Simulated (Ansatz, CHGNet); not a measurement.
Formation enthalpy (eV/atom) of solids drawn from the class of carbides, at two levels: the machine-learned potential CHGNet 0.3.0 (trained on PBE and PBE+U data), and PBE (PAW; Ansatz, a quantum-chemistry and plane-wave program).

```csv
solid,CHGNet 0.3.0,PBE,shift (eV/atom)
rock-salt NbC,-0.517,-0.544,-0.027
rock-salt TaC,-0.575,-0.596,-0.021
rock-salt ZrC,-0.809,-0.859,-0.050
antifluorite Be2C,-0.246,-0.233,+0.013
rock-salt TiC,-0.840,-0.831,+0.009
hexagonal WC,0.025,-0.145,-0.170
rock-salt HfC,-0.917,-0.918,-0.001
```

The shifts run from -0.170 eV/atom to +0.013 eV/atom, with a median of -0.021 eV/atom.

Of 7 rows, PBE is the larger in 2 and the smaller in 5.

Run without spin polarisation: rock-salt NbC, rock-salt TaC, hexagonal WC.

Spin–orbit coupling is left out, also for the solids with elements from indium on (rock-salt TaC, hexagonal WC, rock-salt HfC); its size isn't shown.

Formation is from the elements' reference phases, gases as molecules.

The solid named is at each level's own relaxed cell; a reference phase can be a single point on another level's cell. Ansatz's density-functional and Hartree–Fock values are scalar-relativistic unless marked +SOC, with PAW data made under PBE.
